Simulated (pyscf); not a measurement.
PySCF, gas phase, ωB97X-D3(BJ)/def2-SVP geometries.

Question: Estimate by transition-state theory the rate constant of `[CH3][B]([CH3])[CH3]` + `[OH2]` -> `[CH4]` + `[CH3][B]([CH3])[OH]` (singlet surface; B–C, H–O broken, C–H, B–O formed) at 900 K, with ωB97M-D3(BJ)/def2-TZVP energies (ideal gas, 1 atm, RRHO with modes under 100 cm⁻¹ raised to 100, one conformer, R ln 2 for rigid chiral ones; no tunnelling).

Answer: The electronic barrier is 19.7 kcal/mol and the thermal terms add +38.1, so ΔG‡ = 57.7 kcal/mol. With k_BT/h = 1.88e+13 s⁻¹ and RT = 1.788 kcal/mol, and a volume of 1.23e-19 cm³ per molecule at 1 atm, k = 2.2e-20 cm³ molecule⁻¹ s⁻¹. Wigner's tunnelling factor for 1386i cm⁻¹ would be 1.20. A shift of 1 kcal/mol in the barrier changes k by a factor 1.7. On the reactant side the descent ends in a complex, 5.2 kcal/mol under the separated species and 25.6 kcal/mol under the saddle at ωB97X-D3(BJ)/def2-TZVP. This is the saddle that the search found; another between the same sides may lie lower.
